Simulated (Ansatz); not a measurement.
Born–Oppenheimer molecular dynamics of CH3F + H4N (10 atoms, charge 1, multiplicity 1). It starts from a relaxed structure.

Theory: UKS BHLYP/def2-SVP in Ansatz.

```yaml
ensemble: NVE (velocity Verlet)
time_step: 0.5 fs
steps_asked: 100
starting_velocities_drawn_for: 500 K
seed: 534039
```

First frame:

```xyz
10
Properties=species:S:1:pos:R:3
N -0.047 0.037 -1.958
H -0.776 -0.599 -2.284
H -0.020 0.018 -0.919
H -0.261 0.983 -2.276
H 0.852 -0.254 -2.342
C 0.075 -0.038 2.032
F -0.326 -0.018 0.687
H 0.675 0.851 2.220
H 0.655 -0.945 2.198
H -0.827 -0.036 2.641
```

(1) How far do the bonds stretch over the last three quarters of this one trajectory? (Pairs bonded in most of those frames.)

Results:

(1) 
```tsv
bond	mean (Å)	spread (Å)	shortest	longest
N1–H2	1.021	0.012	1.00	1.04
N1–H3	1.037	0.020	1.01	1.07
N1–H4	1.021	0.013	1.00	1.04
N1–H5	1.022	0.010	1.01	1.04
C6–F7	1.405	0.027	1.36	1.44
C6–H8	1.091	0.022	1.06	1.12
C6–H9	1.091	0.023	1.06	1.13
C6–H10	1.105	0.063	1.01	1.19
```

Mean temperature of the second half: 231 K. The conserved energy stayed within 0.59 meV per atom of its start (net change 0.31 meV per atom), so the integration is sound. A run of 0.05 ps of so small a system gives no equilibrium averages.

Time of the run: 4.8 min on 2 threads of Arm Neoverse N1 (shared host), peak memory 0.17 GiB.
